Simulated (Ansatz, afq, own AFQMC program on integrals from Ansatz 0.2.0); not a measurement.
**Where AFQMC and coupled cluster stand for AlSiH$_{2}$, doublet**

```yaml
atoms:
  - { symbol: Si, position_ang: [-0.0495, 0.0000, 1.0156] }
  - { symbol: Al, position_ang: [0.0268, 0.0000, -1.1860] }
  - { symbol: H, position_ang: [0.3308, -1.0443, 1.7232] }
  - { symbol: H, position_ang: [0.3308, 1.0443, 1.7232] }
```

Connectivity, by distances: SiH2–Al.

Basis cc-pVDZ. Only valence electrons are correlated. Integrals, coupled cluster, full CI and functionals: Ansatz 0.2.0; the random walks run on the same integrals in our own AFQMC program. The CISD trial takes its coefficients from CCSD amplitudes. Released means that phaseless walkers are propagated on without the constraint, phases kept. Free projection: walkers drawn from exp(T), propagated without any constraint. Its projection time is finite, and what remains of the start isn't in its error. Uncertainties: one standard error, sampling alone.

Determinant: ROHF, the one that the program's search chose, which needn't be the lowest solution. The geometry is a point of a scan.

No full CI on the walks' own integrals is used here; CCSDT(Q) serves as the reference and is uncertain by about the last step of the cluster series.

Cautions: higher spins were not checked; a spin-contaminated unrestricted determinant lies lower (UHF 252 meV lower, ⟨S²⟩ 1.02); strong correlation (T1 0.058, weight of the determinant 0.82, largest double 0.09); the ph-AFQMC/HF walk drifts between its halves (2.1 errors); the ph-AFQMC/CISD walk drifts between its halves (2.1 errors).

The T1 diagnostic is 0.0585, the weight of the determinant in the CISD state is 0.816 and the size of the correlated space is 9 electrons in 36 orbitals.

```json
{"level": "MP2", "correlation energy (eV)": "-3.7092"}
{"level": "CCSD", "correlation energy (eV)": "-4.7740"}
{"level": "CCSD(T)", "correlation energy (eV)": "-4.9151"}
```

(1) Estimate where free-projection AFQMC lies against CCSD(T) on the same integrals.

(1) 2.32 ± 0.72 mEh below CCSD(T).

Reference: CCSDT(Q), correlation energy -4.961 eV. The released energy is read at 2.40 1/Eh (meV from the phaseless value at times in 1/Eh: -5 ± 12 at 0.24, -25 ± 12 at 0.51, -33 ± 10 at 0.99, -23 ± 14 at 1.62, -37 ± 15 at 2.40).

```json
{"level": "CCSD(T)", "E − E(reference) (mEh)": "1.70", "share of correlation (%)": "99.07"}
{"level": "CCSDT", "E − E(reference) (mEh)": "0.30", "share of correlation (%)": "99.84"}
{"level": "ph-AFQMC/HF", "E − E(reference) (mEh)": "7.65 ± 0.97", "share of correlation (%)": "95.81"}
{"level": "ph-AFQMC/CISD", "E − E(reference) (mEh)": "1.00 ± 0.56", "share of correlation (%)": "99.45"}
{"level": "released AFQMC", "E − E(reference) (mEh)": "-0.35 ± 0.54", "share of correlation (%)": "100.19"}
{"level": "free AFQMC", "E − E(reference) (mEh)": "-0.63 ± 0.72", "share of correlation (%)": "100.34"}
```

Free projections are given only where their last times agree within the noise and don't stop above the reference; a slow remainder of the start can still hide under it. A walk keeps the symmetry of its determinant, which the program's search chose and which needn't be the lowest solution, so a lower state of the same spin and another symmetry isn't excluded. Released energies are given only where the last usable release times agree within the noise; a slower fall can still hide under it.
